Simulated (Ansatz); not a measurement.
Cost and result for the atomization energy of H$_{5}$NSi, SMILES `N[SiH3]` (7 atoms, 6 bonds).

```xyz
7

N     0.3080   -1.0074   -0.1682
Si   -0.2364    0.5827    0.1979
H     1.2897   -1.2243   -0.1054
H    -0.1215   -1.5195   -0.9218
H     0.3611    0.9816    1.4985
H     0.1176    1.6402   -0.7964
H    -1.7185    0.5466    0.2955
```

Total charge 0; spin multiplicity 1. Geometry: relaxed with PBE0-D4/def2-TZVP. Program: Ansatz. All runs use 4 threads of an Arm Neoverse V2 on a shared host. Times are those of one run each, without the atoms' runs, and a repeat can differ threefold. Electronic energies, without spin–orbit coupling; frozen cores. CCSD(T)/CBS extrapolates def2-TZVPP and def2-QZVPP, and its time is that of the two runs behind it. T1 = 0.009. B3LYP takes the VWN-RPA correlation (the form of Gaussian; ORCA's B3LYP/G). HSE06 is the plane-wave form, built on full-range PBE exchange.

CCSD(T)/CBS is a level of theory with its own doubt, some kJ/mol a heavy atom from the limit and from the frozen cores, so smaller differences don't rank the functionals.

```csv
level,functions,wall time,atomization (kcal/mol),difference from CCSD(T)/CBS,per bond
CCSD(T)/def2-SVP,57,0.3 s,477.9,-41.0,-6.8
BLYP-D4/def2-TZVPP,143,0.5 s,517.1,-1.8,-0.3
revPBE-D4/def2-TZVPP,143,0.55 s,506.5,-12.4,-2.1
PBE-D4/def2-TZVPP (with forces),143,0.65 s,515.3,-3.6,-0.6
BHLYP-D4/def2-TZVPP,143,0.7 s,510.1,-8.8,-1.5
HSE06-D4/def2-TZVPP,143,0.75 s,510.5,-8.4,-1.4
B3LYP-D4/def2-TZVPP (with forces),143,0.85 s,520.4,1.5,0.3
r2SCANh-D4/def2-TZVPP,143,1.2 s,511.4,-7.5,-1.2
r2SCAN-D4/def2-TZVPP (with forces),143,1.2 s,513.5,-5.4,-0.9
B97M-V/def2-TZVPP,143,2 s,518.0,-0.9,-0.1
CCSD(T)/def2-TZVPP,143,3.6 s,503.9,-15.0,-2.5
CCSD(T)/def2-QZVPP,277,49 s,513.0,-5.9,-1.0
CCSD(T)/CBS(def2),–,53 s,518.9,0.0,0.0
```

From r2SCAN to r2SCAN0 (25 % exact exchange), in def2-TZVPP and without D4, the atomization energy moves by −5.1 kcal/mol: exact exchange takes away binding that semilocal exchange gives to molecules. In def2-TZVPP, CCSD(T) changes the Hartree–Fock value by +128.8 kcal/mol (the triples alone add +4.7 kcal/mol) and MP2 by +126.2 kcal/mol; breaking electron pairs costs correlation energy, which Hartree–Fock lacks. At CCSD(T), def2-SVP lies −41.0 kcal/mol from the extrapolated value and def2-TZVPP −14.9 kcal/mol: correlation converges slowly with the basis, and small sets miss more of it in the bonded molecule than in its fragments.
